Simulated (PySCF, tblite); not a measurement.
# C₅H₉O radical: geometry, infrared bands and EPR parameters

Aim: predict the infrared bands and EPR parameters of C₅H₉O radical (`C=C(C)O[CH]C`).

Programs: tblite 0.8.0 and PySCF 2.14.0, with density-fitted response routines of our own. Each step states its level of theory. These are calculated values for one molecule in the gas phase, unless marked as measured. Atoms count from 0, in the outputs and in this text.

## 1. The molecule as given

15 atoms, charge 0, multiplicity 2; geometry from: force field or distance geometry start.

Bonds of the start (Å): C0–C1 1.33, C1–C2 1.47, C1–O3 1.39, O3–C4 1.42, C4–C5 1.49, C0–H6 1.09, C0–H7 1.09, C2–H8 1.09, C2–H9 1.13, C2–H10 1.10, C4–H11 1.11, C5–H12 1.13, C5–H13 1.12, C5–H14 1.12.

## 2. Optimising the geometry with GFN2-xTB

Job settings and geometry (Å):

```
{"job": {"kind": "relax", "xc": "GFN2-xTB", "basis": "xTB"}, "charge": 0, "multiplicity": 2}
C     -1.453800    -1.367100    -0.322000
C     -0.990900    -0.153700    -0.602600
C     -1.747600     1.090000    -0.369100
O      0.294000    -0.010700    -1.119600
C      1.364300    -0.647800    -0.429400
C      2.418100     0.290200     0.039600
H     -2.453500    -1.522500     0.080100
H     -0.771000    -2.190000    -0.532100
H     -2.637600     0.979600     0.256200
H     -2.055100     1.440200    -1.398000
H     -1.110200     1.906300     0.009300
H      0.995600    -1.327800     0.366900
H      3.095300    -0.298600     0.728800
H      3.031000     0.646600    -0.828500
H      2.017200     1.173200     0.592800
```

Started as:

```console
OMP_NUM_THREADS=1 python probes_run.py task.json out
```

One launch serves the whole session: the jobs run in the order shown.

**Question.** This job is followed by: GFN2-xTB harmonic vibrations, gas phase; UKS B3LYP, pcH-1 on C H O, non-relativistic, mean-field spin-orbit, GIAO. Predict these results of the whole session: strongest single infrared mode (GFN2-xTB); zero-point energy (GFN2-xTB); g(iso) (B3LYP); ⟨S²⟩; largest a(iso) (averaged by class); potential on the surface of density 0.002 e/bohr³, 1st and 99th percentile.

As calculated:

```
                                                                  quantity                  value
                                 strongest single infrared mode (GFN2-xTB)  1656 cm⁻¹, 141 km/mol
                                              zero-point energy (GFN2-xTB)          77.3 kcal/mol
                                                            g(iso) (B3LYP)                2.00288
                                                                      ⟨S²⟩     0.755 (exact 0.75)
                                        largest a(iso) (averaged by class)   13C on C4, 100.5 MHz
potential on the surface of density 0.002 e/bohr³, 1st and 99th percentile     -0.86 V and 0.88 V
```

In words: The optimisation took 130 steps and gained 0.670 eV; among the close pairs (by a distance rule), O3–C4 changed most, from 1.424 to 1.348 Å. All 39 modes are real, so the xTB geometry is a minimum. The strongest single mode, at 1656 cm⁻¹, moves mainly C1 and C0. GFN2-xTB is a fitted tight-binding method: band positions and strengths are rough. Its intensities can rank the bands wrongly. C4 carries the largest spin population, 0.92 e. The isotropic g lies 0.6 ppt above the free-electron value. The conformer search found further structures of the same energy, which may be mirror or relabelled copies of this one.
